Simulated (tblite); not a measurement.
Run record: tight-binding relaxation, `c1cc([p-]c1)C`.

Computed with GFN2-xTB geometry optimisation, gas phase (tblite 0.8.0). Start geometry: from a force field or distance geometry. A driver script takes a list of jobs; this job's settings line and coordinates (Å) are shown.

Command:
```bash
OMP_NUM_THREADS=1 python probes_run.py task.json out
```

Input:
```
{"job": {"kind": "relax", "xc": "GFN2-xTB", "basis": "xTB"}, "charge": -1, "multiplicity": 1}
C     -2.016100    -0.022400    -0.006600
C     -0.548600    -0.199700    -0.070100
C      0.396200     0.770100     0.168000
C      1.671600     0.399700     0.056300
C      1.894500    -0.908400    -0.237100
P      0.272600    -1.601300    -0.399800
H     -2.297100     0.994300     0.372300
H     -2.471100    -0.229400    -0.969200
H     -2.365100    -0.726900     0.780900
H      0.072800     1.805000     0.415900
H      2.513400     1.097600     0.224600
H      2.878100    -1.379200    -0.361200
```

Output:
```
step      E/eV     max force
  0    -447.06129    5.138
  1    -447.46553    1.651
  2    -447.55863    0.883
  3    -447.60478    0.510
  4    -447.62571    0.345
  5    -447.63423    0.244
  6    -447.64018    0.210
  7    -447.64370    0.180
  8    -447.64538    0.105
  9    -447.64634    0.088
... (6 lines left out)
 16    -447.64774    0.024
 17    -447.64785    0.026
 18    -447.64795    0.030
 19    -447.64804    0.024
 20    -447.64810    0.019
 21    -447.64815    0.022
 22    -447.64821    0.024
 23    -447.64828    0.029
 24    -447.64833    0.019
 25    -447.64835    0.008
```

«max force» is the largest atomic force in eV/Å.

Task: From which step on does the largest force stay under 0.1 eV/Å, and how much energy is left to gain from there?

Result: From step 9 (0.088 eV/Å), 2.0 meV above the end.

Summary of the converged run: energy lowered by 13.5 kcal/mol over 25 steps; largest atomic force 0.008 eV/Å at the end.

Task: Give the final coordinates.

Result: 0.066 Å rms from the input after alignment:
```
atom  x, y, z in Å
C1    -2.0027   -0.0420    0.0253
C2    -0.5096   -0.1991   -0.0368
C3     0.3792    0.8320    0.1871
C4     1.7185    0.4428    0.0699
C5     1.8522   -0.8889   -0.2461
P6     0.3181   -1.7072   -0.4088
H7    -2.2609    0.9757    0.3298
H8    -2.4658   -0.2334   -0.9464
H9    -2.4471   -0.7374    0.7414
H10    0.0638    1.8432    0.4299
H11    2.5590    1.1149    0.2154
H12    2.7965   -1.4013   -0.3867
```
Labels such as C1 count atoms from 1, the log's own numbers from 0.
